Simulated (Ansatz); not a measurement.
# Caesium, bcc under LDA: convergence with the k-point mesh

Aim: find which k-point mesh is enough for energy and pressure. The geometry was relaxed under LDA beforehand and stays fixed; 7 values are run, from 1×1×1 to 11×11×11. Wanted are the values from which on the energy stays within 10 and 1 meV/atom, and the pressure within 0.5 GPa, of the last run. Within the series other settings stay, but some runs also write fields, which adds to their time. Spin polarisation is left out.

Program: Ansatz 0.2.0. Level of theory: DFT LDA, plane waves with PAW, scalar-relativistic. These are calculated values, not measurements.

### 1 The structure to begin with

It takes space group Im-3m (No. 229, cubic). Conventional cell: a = 5.768 Å, b = 5.768 Å, c = 5.768 Å, α = 90.00°, β = 90.00°, γ = 90.00°.

Structure file:

```cif
data_structure
_symmetry_space_group_name_H-M 'Im-3m'
_symmetry_Int_Tables_number 229
_cell_length_a 5.7682
_cell_length_b 5.7682
_cell_length_c 5.7682
_cell_angle_alpha 90.000
_cell_angle_beta 90.000
_cell_angle_gamma 90.000
_cell_volume 191.92
loop_
_atom_site_label
_atom_site_type_symbol
_atom_site_symmetry_multiplicity
_atom_site_Wyckoff_symbol
_atom_site_fract_x
_atom_site_fract_y
_atom_site_fract_z
_atom_site_occupancy
Cs1 Cs 2 a 0.00000 0.00000 0.00000 1
```

### 2 k-mesh 1×1×1

The run at 1×1×1.

Contents of input.yaml:

```yaml
crystal:
  lattice:
    - [-2.8840810378, 2.8840810378, 2.8840810378]
    - [2.8840810378, -2.8840810378, 2.8840810378]
    - [2.8840810378, 2.8840810378, -2.8840810378]
  atoms:
    - { symbol: Cs, position: [0.0, 0.0, 0.0] }
hamiltonian:
  xc: lda
  pseudopotentials:
    kind: paw
    azcp:
      Cs: "pseudopotentials/Cs.paw.azcp"
basis:
  ecutwfc: 420
  fft_grid_basis: typed
kpoints:
  mp_grid: { grid: [1, 1, 1], shift: [0, 0, 0] }
magnetization:
  spin_polarized: false
scf:
  occupations: { method: fermi_dirac, width: 0.1 }
  lower_state_search: "off"
output:
  stress: true
```

Command:

```bash
> ansatz run input.yaml --threads 2 --pin off --max-ram 5120MiB --backend cpu --events-out ev --progress --plain --runs-dir out
```

### 3 k-mesh 2×2×2

The run at 2×2×2.

input.yaml, as its differences from that of step 2:

```diff
@@ -17,3 +17,3 @@
 kpoints:
-  mp_grid: { grid: [1, 1, 1], shift: [0, 0, 0] }
+  mp_grid: { grid: [2, 2, 2], shift: [0, 0, 0] }
 magnetization:
```

### 4 k-mesh 3×3×3

The run at 3×3×3.

input.yaml, as its differences from that of step 3:

```diff
@@ -17,3 +17,3 @@
 kpoints:
-  mp_grid: { grid: [2, 2, 2], shift: [0, 0, 0] }
+  mp_grid: { grid: [3, 3, 3], shift: [0, 0, 0] }
 magnetization:
```

### 5 k-mesh 4×4×4

The run at 4×4×4.

input.yaml, as its differences from that of step 4:

```diff
@@ -17,3 +17,3 @@
 kpoints:
-  mp_grid: { grid: [3, 3, 3], shift: [0, 0, 0] }
+  mp_grid: { grid: [4, 4, 4], shift: [0, 0, 0] }
 magnetization:
@@ -25 +25,5 @@
   stress: true
+  write_density: true
+  write_potential: true
+  elf: true
+  volumetric_format: npy
```

### 6 k-mesh 5×5×5

The run at 5×5×5.

input.yaml, as its differences from that of step 5:

```diff
@@ -17,3 +17,3 @@
 kpoints:
-  mp_grid: { grid: [4, 4, 4], shift: [0, 0, 0] }
+  mp_grid: { grid: [5, 5, 5], shift: [0, 0, 0] }
 magnetization:
@@ -25,5 +25 @@
   stress: true
-  write_density: true
-  write_potential: true
-  elf: true
-  volumetric_format: npy
```

### 7 k-mesh 6×6×6

The run at 6×6×6.

input.yaml, as its differences from that of step 6:

```diff
@@ -17,3 +17,3 @@
 kpoints:
-  mp_grid: { grid: [5, 5, 5], shift: [0, 0, 0] }
+  mp_grid: { grid: [6, 6, 6], shift: [0, 0, 0] }
 magnetization:
```

### 8 k-mesh 11×11×11

The run at 11×11×11.

input.yaml, as its differences from that of step 7:

```diff
@@ -17,3 +17,3 @@
 kpoints:
-  mp_grid: { grid: [6, 6, 6], shift: [0, 0, 0] }
+  mp_grid: { grid: [11, 11, 11], shift: [0, 0, 0] }
 magnetization:
```

(Steps that only read results are left out.)

Q: Predict the outcome of this session. Wanted: pressure at 11×11×11.

As calculated:

| quantity | value |
| --- | --- |
| E(σ → 0) stays within 10 meV/atom of 11×11×11 | from 5×5×5 on |
| E(σ → 0) stays within 1 meV/atom | not reached before 11×11×11 |
| pressure stays within 0.5 GPa | from 3×3×3 on |
| pressure at 11×11×11 | -0.01 GPa |
| CPU time, dearest over cheapest | 6.3 |
| energy of a separate run on a finer mesh (13×13×13) | +0.4 meV/atom from 11×11×11 |

In words: The far end, 1×1×1, lies -700.0 meV/atom and +1.8 GPa from the yardstick. Convergence in k is not monotonic; the energy swings about its limit. The energy has not settled to 1 meV/atom before the last mesh. A Fermi surface needs many points. A run on a finer mesh agrees with the yardstick to 1 meV/atom. The cell taken over is 13 % smaller than the measured one (110.45 Å³/atom, COD), which weighs on all values here.
